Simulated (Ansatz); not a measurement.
Two structures of NH4O, doublet, reached by relaxing down either side of one saddle point (PBE0-D4/def2-TZVP). Energies are electronic, without zero-point energy. Computed with Ansatz 0.2.0 (basis: def2-TZVPP and def2-QZVPP); correlated methods freeze the cores; orbitals are unrestricted. Extrapolation: Hartree–Fock as exp(−7.88 √X), correlation as X^−2.97. First:

```
6
angstrom
H 0.2911 -0.7660 0.0041
O 0.6022 -1.6839 0.0355
N -0.5489 1.0328 0.0776
H 1.4391 -1.6826 -0.4316
H -0.3448 1.9768 -0.2634
H -1.4386 1.1230 0.5776
```

Second:

```
6
angstrom
H -0.8304 -0.0481 -0.7486
O 0.5761 -1.3436 0.3013
N -0.6924 0.7311 -0.1194
H 1.4467 -0.9695 0.0958
H 0.1442 1.2427 -0.3592
H -0.6441 0.3874 0.8301
```

Task: Which bonds change from the first to the second?

Result: H₂O + NH₂ → NH₃ + OH; bonds formed: H1–N3; bonds broken: H1–O2.

Task: Give the saddle point's structure and its height above each. (To be estimated.)

Result: The calculation gives: 83.3 kJ/mol above the first and 20.3 kJ/mol above the second (CCSD(T) at an estimated basis limit (MP2 extrapolated from triple and quadruple zeta, plus CCSD(T) − MP2 in triple zeta)).
```
6
angstrom
H -0.2970 -0.3889 -0.3370
O 0.4663 -1.3471 0.0455
N -0.6716 0.6726 -0.1656
H 1.3713 -1.0215 -0.0414
H 0.0852 1.3362 -0.3096
H -0.9542 0.7487 0.8081
```

The T1 diagnostic stays at or below 0.040. ⟨S²⟩ of the unrestricted Hartree–Fock references: 0.76 to 0.79 (a pure state has 0.75). The start structure is not quite a true minimum (one mode of 41i cm⁻¹).

For scale, one of the runs: CCSD(T)/def2-TZVPP, 118 basis functions, launched by `ansatz run in.yaml --threads 2 --pin off --events-out ev --progress --plain --max-ram 4352MiB`. The run took 20 s on 2 CPU threads of an Arm Neoverse V2 (shared host), with 1.1 GiB of host memory at its peak.
